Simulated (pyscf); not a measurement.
Optimised with ωB97X-D3(BJ)/def2-SVP in PySCF.

Estimate the classical barrier height and the reaction energy of `[SiH3][NH][SiH3]` + `[OH2]` -> `[OH][SiH2][NH][SiH3]` + `[H][H]` at ωB97M-D3(BJ)/def2-TZVP. The step runs on the singlet surface, breaks H–Si, H–O and forms O–Si, H–H; take the separated reactants as zero.

ΔE‡ = 1.26 eV, ΔE = -0.95 eV. Zero-point energy shifts the barrier by +0.01 eV. It is a four-centre exchange, with an imaginary mode of 1154i cm⁻¹. HO–SiH₂–NH–SiH₃ lies 0.53 eV over its isomer H₂N–SiH₂–O–SiH₃, and others may lie lower still (electronic energy, ωB97M-D3(BJ)). This is the saddle that the search found; another between the same sides may lie lower.
